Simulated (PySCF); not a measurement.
Work out the structure from these simulated measurements.

Formula: CHN.

* 1H NMR: chemical shifts (computed TMS as zero) by class: 3.87 (1 H) ppm [GIAO PBE0/pcSseg-1]
* NMR, other nuclei: isotropic shieldings of nuclei other than C and H, by class: 95 (1 N) ppm [GIAO PBE0/pcSseg-1]
* Couplings: largest of the computed one-bond spin–spin couplings (means over like bonds): 15N–1H -125.6, 15N–13C -11.2 Hz [B3LYP/pcJ-1]
* Dipole: 3.00 D [PBE0/pcSseg-1]
* Rotational structure: rotational constant B (linear): 46.155 GHz [GFN2-xTB]
* 13C NMR: chemical shifts (computed TMS as zero) by class: 180.7 (1 C) ppm [GIAO PBE0/pcSseg-1]

The electronic properties come from PySCF, for the isolated species, density fitting. Levels stand in brackets. Geometry: GFN2-xTB; no solvent, vibrations or thermal averaging. NMR classes are plain means over equivalent atoms (diastereotopic ones count apart unless rotation or inversion swaps them), as if these changed places fast.

Task: What is the compound? Reason from the data.

Result: The one carbon: isocyanide carbon (180.7 ppm). The one hydrogen (3.87 ppm): N–H hydrogen. The other shieldings belong to: 95 ppm, isocyanide nitrogen. The couplings run between: -125.6 Hz, isocyanide nitrogen and its hydrogen; -11.2 Hz, isocyanide nitrogen and isocyanide carbon. The optimised geometry has point group C∞v and is a linear rotor. Structure: hydrogen isocyanide (`[C-]#[NH+]`). Computed isomers that give other values at the same levels: `C#N` (hydrogen cyanide) (13C chemical shifts (computed TMS as zero) by class: 111.8 (1 C) ppm).
